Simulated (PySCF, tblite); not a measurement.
# methallyl alcohol (C₄H₈O): a rotation path, then NMR shifts and spin-spin couplings on frames

Aim: move methallyl alcohol (C₄H₈O) (`C=C(C)CO`) away from its starting geometry and see how NMR shifts and spin-spin couplings follow the geometry.

Programs: tblite 0.8.0 and PySCF 2.14.0, with density-fitted response routines of our own. Each step states its level of theory. These are calculated values for one molecule in the gas phase, unless marked as measured. Atoms count from 0, in the outputs and in this text.

## 1. The starting structure

13 atoms, charge 0, multiplicity 1; geometry from: GFN2-xTB.

Bonds of the start (Å): C0–C1 1.32, C1–C2 1.50, C1–C3 1.51, C3–O4 1.41, C0–H5 1.08, C0–H6 1.08, C2–H7 1.09, C2–H8 1.09, C2–H9 1.09, C3–H10 1.09, C3–H11 1.10, O4–H12 0.96.

## 2. The rotation path with GFN2-xTB

The job: settings as JSON, then the geometry in Å.

```
{"job": {"kind": "neb", "xc": "GFN2-xTB", "basis": "xTB", "atoms": [2, 1, 3, 4], "turn": 120}, "charge": 0, "multiplicity": 1}
C     -0.001088     1.612527     0.245587
C     -0.154597     0.329902    -0.039744
C     -1.364746    -0.463394     0.342110
C      0.916971    -0.457880    -0.754458
O      1.453042    -1.487988     0.052498
H      0.881129     2.159895    -0.042531
H     -0.759217     2.172308     0.766888
H     -2.000018     0.089798     1.028058
H     -1.060116    -1.400520     0.805140
H     -1.940502    -0.709071    -0.549902
H      0.491976    -0.969046    -1.623240
H      1.715776     0.213712    -1.099010
H      1.817002    -1.089756     0.850875
```

Method: GFN2-xTB climbing-image nudged elastic band, gas phase.

Command:

```
$ OMP_NUM_THREADS=1 python probes_run.py task.json out
```

One launch serves the whole session: the jobs run in the order shown.

The log of the run:

```text
image   E - E0 / eV
  0       0.0000
  1       0.0094
  2       0.0340
  3       0.0616
  4       0.0759
  5       0.0708
  6       0.0542
  7       0.0393
  8       0.0358
```

Run time: 5.5 s. Hardware: 1 thread, shared host.

The final band, with the dihedral C2–C1–C3–O4:

```csv
image,dihedral (°),energy (eV),energy (kcal/mol)
0,-63,0.000,0.0
1,-50,0.009,0.2
2,-36,0.034,0.8
3,-21,0.062,1.4
4,-5,0.076,1.7
5,10,0.071,1.6
6,25,0.054,1.2
7,41,0.039,0.9
8,55,0.036,0.8
```

## 3. Nuclear shieldings: image 0, PBE0/pcSseg-1

The job: settings as JSON, then the geometry in Å.

```
{"job": {"kind": "nmr", "xc": "PBE0", "basis": "pcSseg-1", "pop": false}, "charge": 0, "multiplicity": 1}
C     -0.001100     1.612500     0.245600
C     -0.154600     0.329900    -0.039700
C     -1.364700    -0.463400     0.342100
C      0.917000    -0.457900    -0.754500
O      1.453000    -1.488000     0.052500
H      0.881100     2.159900    -0.042500
H     -0.759200     2.172300     0.766900
H     -2.000000     0.089800     1.028100
H     -1.060100    -1.400500     0.805100
H     -1.940500    -0.709100    -0.549900
H      0.492000    -0.969000    -1.623200
H      1.715800     0.213700    -1.099000
H      1.817000    -1.089800     0.850900
```

Method: GIAO PBE0/pcSseg-1 NMR shielding, non-relativistic, gas phase.

The log of the run:

```text
coarse grid: 10392 points
cycle   1  E = -232.0121420067  dE =  4.983e-01  |g| = 6.355e-01  |ddm| = 3.048e+00
cycle   2  E = -231.9622725381  dE =  4.987e-02  |g| = 8.412e-01  |ddm| = 1.059e+00
cycle   3  E = -232.0910549214  dE = -1.288e-01  |g| = 8.446e-02  |ddm| = 6.533e-01
cycle   4  E = -232.0924277043  dE = -1.373e-03  |g| = 2.628e-02  |ddm| = 8.630e-02
cycle   5  E = -232.0925964582  dE = -1.688e-04  |g| = 4.020e-03  |ddm| = 2.679e-02
cycle   6  E = -232.0925998758  dE = -3.418e-06  |g| = 1.086e-03  |ddm| = 4.755e-03
final grid: 99016 points
cycle   7  E = -232.1334261794  dE = -2.645e-05  |g| = 9.168e-03  |ddm| = 2.194e-02
cycle   8  E = -232.1334140879  dE =  1.209e-05  |g| = 1.223e-02  |ddm| = 1.575e-02
cycle   9  E = -232.1334442690  dE = -3.018e-05  |g| = 1.212e-03  |ddm| = 9.170e-03
cycle  10  E = -232.1334445623  dE = -2.932e-07  |g| = 1.128e-04  |ddm| = 8.833e-04
cycle  11  E = -232.1334445638  dE = -1.566e-09  |g| = 7.807e-05  |ddm| = 1.558e-04
cycle  12  E = -232.1334445653  dE = -1.479e-09  |g| = 1.820e-05  |ddm| = 7.720e-05
cycle  13  E = -232.1334445654  dE = -7.947e-11  |g| = 3.463e-06  |ddm| = 1.728e-05
converged SCF energy = -232.1334445654

GIAO shielding tensors (ppm)
atom      isotropic    diamagn.    paramagn.     s11        s22        s33       span
  0 C       68.447     253.799    -185.352    -32.669     92.657    145.353    178.022
  1 C       30.190     262.117    -231.927    -91.654     22.816    159.408    251.062
  2 C      165.149     246.788     -81.639    147.847    160.576    187.025     39.178
  3 C      113.776     242.194    -128.418     90.685    112.521    138.123     47.438
  4 O      287.937     388.735    -100.798    241.854    285.712    336.244     94.390
  5 H       26.512      31.757      -5.245     23.477     25.556     30.502      7.025
  6 H       26.589      31.489      -4.900     23.942     25.358     30.467      6.525
  7 H       30.004      30.332      -0.328     26.163     28.815     35.034      8.872
  8 H       29.135      29.618      -0.484     24.617     29.304     33.483      8.866
  9 H       29.900      29.191       0.708     26.377     27.485     35.838      9.461
 10 H       27.598      29.304      -1.707     24.723     26.790     31.280      6.557
 11 H       27.390      30.477      -3.088     23.075     27.411     31.682      8.607
 12 H       31.748      32.621      -0.872     24.100     29.010     42.135     18.035
```

Run time: 24 s. Hardware: 1 thread, shared host.

The references, computed at this level on geometries of the same kind, shield at (ppm): 1H TMS 31.72, 13C TMS 186.9, 17O H2O 336.1. Their shielding less the atom's gives the shift. The references are single molecules in the gas phase, so shifts against H2O, NH3, PH3, H3PO4 or CFCl3 are not on the usual liquid scales and can be off by tens of ppm. Each atom is listed at this fixed geometry, with no averaging over motion; a spectrum would average atoms that exchange fast.

```csv
atoms,environment,σ (ppm),δ (ppm)
C1,fully substituted alkene carbon,30.2,156.7
C0,terminal =CH2 carbon,68.4,118.5
C3,allylic sp3 CH2 bonded to O,113.8,73.1
C2,allylic methyl carbon,165.1,21.8
H5,hydrogen on a terminal =CH2 carbon,26.51,5.21
H6,hydrogen on a terminal =CH2 carbon,26.59,5.13
H11,hydrogen on an allylic sp3 CH2 bonded to O,27.39,4.33
H10,hydrogen on an allylic sp3 CH2 bonded to O,27.60,4.12
H8,hydrogen on an allylic methyl carbon,29.13,2.58
H9,hydrogen on an allylic methyl carbon,29.90,1.82
H7,hydrogen on an allylic methyl carbon,30.00,1.71
H12,hydrogen on an alcohol oxygen,31.75,-0.03
O4,alcohol oxygen,287.9,48.1
```

## 4. Indirect couplings: image 0, B3LYP/pcJ-1

The job, as its differences from that of step 3:

```diff
@@ -1,2 +1,2 @@
-{"job": {"kind": "nmr", "xc": "PBE0", "basis": "pcSseg-1", "pop": false}, "charge": 0, "multiplicity": 1}
+{"job": {"kind": "j", "xc": "B3LYP", "basis": "pcJ-1"}, "charge": 0, "multiplicity": 1}
 C     -0.001100     1.612500     0.245600
```

Method: B3LYP/pcJ-1 indirect spin-spin coupling, non-relativistic, gas phase.

The log of the run:

```text
coarse grid: 10392 points
cycle   1  E = -232.3027484730  dE =  4.477e-01  |g| = 7.195e-01  |ddm| = 2.755e+00
cycle   2  E = -232.2082589826  dE =  9.449e-02  |g| = 1.034e+00  |ddm| = 1.339e+00
cycle   3  E = -232.4007778765  dE = -1.925e-01  |g| = 1.097e-01  |ddm| = 8.718e-01
cycle   4  E = -232.4029204974  dE = -2.143e-03  |g| = 4.121e-02  |ddm| = 1.132e-01
cycle   5  E = -232.4033151376  dE = -3.946e-04  |g| = 6.162e-03  |ddm| = 3.746e-02
cycle   6  E = -232.4033206783  dE = -5.541e-06  |g| = 3.510e-03  |ddm| = 7.225e-03
cycle   7  E = -232.4033236996  dE = -3.021e-06  |g| = 6.347e-04  |ddm| = 3.022e-03
final grid: 99016 points
cycle   8  E = -232.4544791872  dE = -1.174e-04  |g| = 6.326e-03  |ddm| = 1.896e-02
cycle   9  E = -232.4544738926  dE =  5.295e-06  |g| = 7.765e-03  |ddm| = 1.057e-02
cycle  10  E = -232.4544880356  dE = -1.414e-05  |g| = 1.287e-03  |ddm| = 6.467e-03
cycle  11  E = -232.4544882919  dE = -2.563e-07  |g| = 6.383e-04  |ddm| = 1.252e-03
cycle  12  E = -232.4544883806  dE = -8.861e-08  |g| = 1.211e-04  |ddm| = 4.486e-04
cycle  13  E = -232.4544883837  dE = -3.118e-09  |g| = 1.587e-05  |ddm| = 1.029e-04
cycle  14  E = -232.4544883837  dE = -4.616e-11  |g| = 3.304e-06  |ddm| = 1.188e-05
converged SCF energy = -232.4544883837

Indirect spin-spin couplings (Hz)
  i      j    bonds     total        FC       PSO       DSO        SD
  0 C    1 C    1     79.318    88.933    -9.806     0.190         -
  0 C    2 C    2      3.592     3.915    -0.271    -0.052         -
  0 C    3 C    2      5.161     5.360    -0.177    -0.022         -
  0 C    4 O    3     -0.805    -0.665    -0.179     0.039         -
  0 C    5 H    1    161.198   160.041     0.519     0.638         -
  0 C    6 H    1    161.919   160.789     0.502     0.628         -
  0 C    7 H    3      5.848     6.186    -0.334    -0.004         -
  0 C    8 H    3      7.145     7.243     0.350    -0.448         -
  0 C    9 H    3      5.311     5.454     0.225    -0.368         -
  0 C   10 H    3      5.975     6.066     0.327    -0.418         -
  0 C   11 H    3      5.149     5.374    -0.283     0.058         -
  0 C   12 H    4     -0.174    -0.151    -0.013    -0.011         -
  1 C    2 C    1     43.290    44.496    -1.425     0.219         -
  1 C    3 C    1     43.170    44.239    -1.334     0.265         -
  1 C    4 O    2      0.273    -0.345     0.620    -0.002         -
  1 C    5 H    2     -0.486     1.465    -1.519    -0.432         -
  1 C    6 H    2     -1.052     0.852    -1.469    -0.436         -
  1 C    7 H    2     -3.763    -3.428    -0.211    -0.123         -
  1 C    8 H    2     -7.542    -7.488    -0.007    -0.048         -
  1 C    9 H    2     -7.296    -7.306     0.073    -0.063         -
  1 C   10 H    2     -4.697    -4.625    -0.049    -0.023         -
  1 C   11 H    2      0.842     1.180    -0.283    -0.055         -
  1 C   12 H    3      1.037     0.946    -0.018     0.109         -
  2 C    3 C    2      3.823     3.942    -0.128     0.008         -
  2 C    4 O    3     -0.377    -0.468     0.087     0.004         -
  2 C    5 H    3     10.734    10.837     0.416    -0.520         -
  2 C    6 H    3      6.800     6.936    -0.098    -0.038         -
  2 C    7 H    1    133.767   131.956     1.147     0.664         -
  2 C    8 H    1    134.783   133.010     1.078     0.694         -
  2 C    9 H    1    130.191   128.261     1.260     0.671         -
  2 C   10 H    3      2.593     2.539     0.027     0.027         -
  2 C   11 H    3      5.305     5.333     0.438    -0.466         -
  3 C    4 O    1     20.068    21.271    -1.103    -0.099         -
  3 C    5 H    3      7.923     8.015    -0.161     0.069         -
  3 C    6 H    3     12.575    12.640     0.396    -0.461         -
  3 C    7 H    3      7.556     7.573     0.405    -0.422         -
  3 C    8 H    3      2.523     2.566    -0.114     0.072         -
  3 C    9 H    3      1.521     1.552    -0.018    -0.014         -
  3 C   10 H    1    148.160   147.161     0.018     0.981         -
  3 C   11 H    1    144.980   143.964     0.027     0.989         -
  3 C   12 H    2     -2.614    -2.744     0.665    -0.535         -
  4 O    5 H    4      0.536     0.502    -0.082     0.116         -
  4 O    6 H    4      0.494     0.531    -0.229     0.193         -
  4 O    7 H    4     -0.240    -0.264    -0.143     0.167         -
  4 O    9 H    4      0.505     0.486    -0.084     0.103         -
  4 O   10 H    2    -13.873   -13.154    -0.814     0.095         -
  4 O   11 H    2     -2.904    -2.486    -0.605     0.186         -
  4 O   12 H    1    -70.315   -57.886   -12.106    -0.323         -
  5 H    6 H    2      0.581     0.310     3.716    -3.445         -
  5 H    8 H    4     -1.317    -1.172     1.667    -1.812         -
  5 H    9 H    4     -3.069    -2.922     1.591    -1.737         -
  5 H   10 H    4     -1.394    -1.266     1.154    -1.282         -
  5 H   11 H    4     -0.406    -0.448    -1.715     1.757         -
  6 H    7 H    4     -0.507    -0.492    -1.421     1.406         -
  6 H    8 H    4     -2.010    -1.864     1.277    -1.424         -
  6 H    9 H    4     -3.159    -3.003     0.860    -1.016         -
  6 H   10 H    4     -0.341    -0.211     1.634    -1.764         -
  6 H   11 H    4     -0.152    -0.017     1.531    -1.666         -
  6 H   12 H    5      0.184     0.261     0.676    -0.753         -
  7 H    8 H    2    -12.423   -12.519     2.744    -2.648         -
  7 H    9 H    2    -14.085   -14.202     2.783    -2.666         -
  7 H   11 H    4      2.243     2.331     1.739    -1.827         -
  8 H    9 H    2    -19.016   -19.180     2.608    -2.445         -
  8 H   10 H    4     -0.992    -0.920    -0.009    -0.064         -
  8 H   11 H    4     -0.293    -0.175     1.694    -1.812         -
  9 H   10 H    4     -1.388    -1.420    -1.056     1.088         -
  9 H   11 H    4     -0.224    -0.134     1.390    -1.480         -
 10 H   11 H    2    -11.856   -11.894     2.141    -2.103         -
 10 H   12 H    3     16.742    16.818     4.511    -4.588         -
 11 H   12 H    3      1.221     1.407     0.842    -1.028         -
```

Wall time 53 s (1 thread, shared host).

Couplings of 1 Hz or more, nine at most for each number of bonds (isotopes 13C, 1H, 17O):

```csv
pair,bonds,J (Hz),Fermi contact (Hz),dihedral (°)
C0–H6,1,161.9,160.8,–
C0–H5,1,161.2,160.0,–
C3–H10,1,148.2,147.2,–
C3–H11,1,145.0,144.0,–
C2–H8,1,134.8,133.0,–
C2–H7,1,133.8,132.0,–
C2–H9,1,130.2,128.3,–
C0–C1,1,79.3,88.9,–
O4–H12,1,-70.3,-57.9,–
H8–H9,2,-19.0,-19.2,–
H7–H9,2,-14.1,-14.2,–
O4–H10,2,-13.9,-13.2,–
H7–H8,2,-12.4,-12.5,–
H10–H11,2,-11.9,-11.9,–
C1–H8,2,-7.5,-7.5,–
C1–H9,2,-7.3,-7.3,–
C0–C3,2,5.2,5.4,–
C1–H10,2,-4.7,-4.6,–
H10–H12,3,16.7,16.8,-178
C3–H6,3,12.6,12.6,-179
C2–H5,3,10.7,10.8,-180
C3–H5,3,7.9,8.0,2
C3–H7,3,7.6,7.6,168
C0–H8,3,7.1,7.2,-132
C2–H6,3,6.8,6.9,-1
C0–H10,3,6.0,6.1,-128
C0–H7,3,5.8,6.2,-10
H6–H9,4,-3.2,-3.0,–
H5–H9,4,-3.1,-2.9,–
H7–H11,4,2.2,2.3,–
H6–H8,4,-2.0,-1.9,–
H5–H10,4,-1.4,-1.3,–
H9–H10,4,-1.4,-1.4,–
H5–H8,4,-1.3,-1.2,–
```

The spin-dipole term was not solved, so all couplings lack that part.

The response was solved for the nuclei of C, H alone, so couplings that need other nuclei can be missing.

Quadrupole couplings from the field gradients of the same density:

```csv
atom,isotope,eQq/h (MHz),η
O4,17O,11.6,0.95
```

## 5. Nuclear shieldings: image 2, PBE0/pcSseg-1

The job: settings as JSON, then the geometry in Å.

```
{"job": {"kind": "nmr", "xc": "PBE0", "basis": "pcSseg-1", "pop": false}, "charge": 0, "multiplicity": 1}
C     -0.090200     1.678400     0.108900
C     -0.121700     0.361300    -0.013900
C     -1.263000    -0.476100     0.474700
C      0.987800    -0.385700    -0.719000
O      1.255600    -1.665000    -0.192300
H      0.731000     2.265800    -0.266900
H     -0.896100     2.223300     0.570000
H     -1.936800     0.110600     1.092700
H     -0.904200    -1.331000     1.046400
H     -1.816500    -0.868100    -0.378200
H      0.691700    -0.563200    -1.758800
H      1.901700     0.226700    -0.726900
H      1.456300    -1.576700     0.745700
```

Method: GIAO PBE0/pcSseg-1 NMR shielding, non-relativistic, gas phase.

The log of the run:

```text
coarse grid: 10392 points
cycle   1  E = -232.0096309360  dE =  5.048e-01  |g| = 6.379e-01  |ddm| = 3.063e+00
cycle   2  E = -231.9613715820  dE =  4.826e-02  |g| = 8.377e-01  |ddm| = 1.214e+00
cycle   3  E = -232.0894099019  dE = -1.280e-01  |g| = 8.310e-02  |ddm| = 7.656e-01
cycle   4  E = -232.0907304985  dE = -1.321e-03  |g| = 2.734e-02  |ddm| = 9.028e-02
cycle   5  E = -232.0909058484  dE = -1.753e-04  |g| = 7.069e-03  |ddm| = 3.059e-02
cycle   6  E = -232.0909141050  dE = -8.257e-06  |g| = 3.835e-03  |ddm| = 8.450e-03
cycle   7  E = -232.0909177512  dE = -3.646e-06  |g| = 3.203e-04  |ddm| = 3.119e-03
final grid: 99016 points
cycle   8  E = -232.1317328958  dE = -2.652e-05  |g| = 9.148e-03  |ddm| = 2.424e-02
cycle   9  E = -232.1317217070  dE =  1.119e-05  |g| = 1.202e-02  |ddm| = 1.679e-02
cycle  10  E = -232.1317508790  dE = -2.917e-05  |g| = 1.249e-03  |ddm| = 1.008e-02
cycle  11  E = -232.1317511907  dE = -3.117e-07  |g| = 1.357e-04  |ddm| = 9.687e-04
cycle  12  E = -232.1317511919  dE = -1.220e-09  |g| = 1.198e-04  |ddm| = 2.069e-04
cycle  13  E = -232.1317511955  dE = -3.563e-09  |g| = 1.081e-05  |ddm| = 1.069e-04
cycle  14  E = -232.1317511955  dE = -2.484e-11  |g| = 2.706e-06  |ddm| = 1.349e-05
converged SCF energy = -232.1317511955

GIAO shielding tensors (ppm)
atom      isotropic    diamagn.    paramagn.     s11        s22        s33       span
  0 C       71.751     253.504    -181.753    -32.759     96.180    151.832    184.591
  1 C       30.443     262.359    -231.916    -88.480     27.386    152.423    240.904
  2 C      165.864     246.301     -80.437    152.450    160.710    184.433     31.983
  3 C      115.034     241.770    -126.736     87.101    111.389    146.613     59.512
  4 O      296.802     388.507     -91.705    260.756    290.642    339.009     78.253
  5 H       26.616      31.580      -4.965     23.778     25.528     30.541      6.763
  6 H       26.580      31.455      -4.876     23.602     25.437     30.701      7.099
  7 H       30.023      30.386      -0.362     26.291     28.827     34.953      8.662
  8 H       29.419      30.187      -0.768     24.519     29.859     33.878      9.359
  9 H       29.811      29.162       0.650     26.342     27.212     35.880      9.538
 10 H       27.236      28.774      -1.538     23.304     27.080     31.323      8.019
 11 H       27.192      30.210      -3.018     22.543     27.589     31.442      8.899
 12 H       31.688      32.671      -0.982     24.121     28.636     42.308     18.188
```

Wall time 24 s (1 thread, shared host).

In short: δ C1 156.5, C0 115.2, C3 71.9, C2 21.1, H6 5.14, H5 5.10 ppm.

[end of part 1 of 3]
